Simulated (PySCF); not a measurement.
`C1[C@@H](CCl)[C@@H]1Cl`, C₄H₆Cl₂

Geometry (Å), atoms numbered from 1 in this order:
```xyz
12

Cl    0.946   -2.074    1.575
C     0.757   -0.326    1.229
C    -0.398   -0.111    0.295
C    -0.238   -0.392   -1.174
C    -0.346    1.018   -0.693
Cl   -1.816    1.925   -1.010
H     0.597    0.167    2.188
H     1.696    0.009    0.789
H    -1.365   -0.334    0.728
H    -1.076   -0.818   -1.702
H     0.724   -0.727   -1.530
H     0.521    1.663   -0.721
```

Computed, not measured: TDDFT CAM-B3LYP/aug-cc-pVDZ circular dichroism and optical rotation, one conformer, gas phase (PySCF). Geometry: GFN2-xTB.

The molecule is flexible and this is one conformer; a measurement averages over conformers.

Problem. Draw the ECD and absorption spectra from the lowest 12 states, each a Gaussian of half-width 0.35 eV at 1/e height.

Solution. 
| E (eV) | λ (nm) | Δε (L mol⁻¹ cm⁻¹) | ε (L mol⁻¹ cm⁻¹) |
| --- | --- | --- | --- |
| 6.33 | 196 | +0.25 | 54 |
| 6.43 | 193 | +0.53 | 115 |
| 6.53 | 190 | +0.98 | 214 |
| 6.63 | 187 | +1.57 | 353 |
| 6.73 | 184 | +2.21 | 532 |
| 6.83 | 182 | +2.85 | 765 |
| 6.93 | 179 | +3.51 | 1080 |
| 7.03 | 176 | +4.47 | 1520 |
| 7.13 | 174 | +6.09 | 2080 |
| 7.23 | 172 | +8.56 | 2710 |
| 7.33 | 169 | +11.44 | 3340 |
| 7.43 | 167 | +13.55 | 3860 |
| 7.53 | 165 | +13.50 | 4210 |
| 7.63 | 163 | +10.62 | 4320 |
| 7.73 | 160 | +5.41 | 4190 |
| 7.83 | 158 | -0.78 | 3860 |
| 7.93 | 156 | -6.46 | 3390 |

Δε uses R in velocity form, ε uses f in length form. Only the states computed contribute, so the short-wavelength end is incomplete.
